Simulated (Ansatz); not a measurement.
**Question.** Name a neutral molecule of C, N, O and H with LUMO energy (PBE0/def2-TZVPP) between -0.90 and -0.60 eV and HOMO energy (PBE/def2-TZVPP) between -5.75 and -5.45 eV (Ansatz, PBE0-D4/def2-TZVP geometry).

**Answer.** `CC(N)C=O` (-0.69 eV, -5.66 eV); `CC1(O)C=N1` (-0.77 eV, -5.70 eV); `NCC=C=O` (-0.82 eV, -5.53 eV); `NCCC=O` (-0.70 eV, -5.72 eV); `CNC1(O)C=N1` (-0.74 eV, -5.53 eV). Other molecules can fit too; these were computed, each in one conformer that needn't be the lowest.
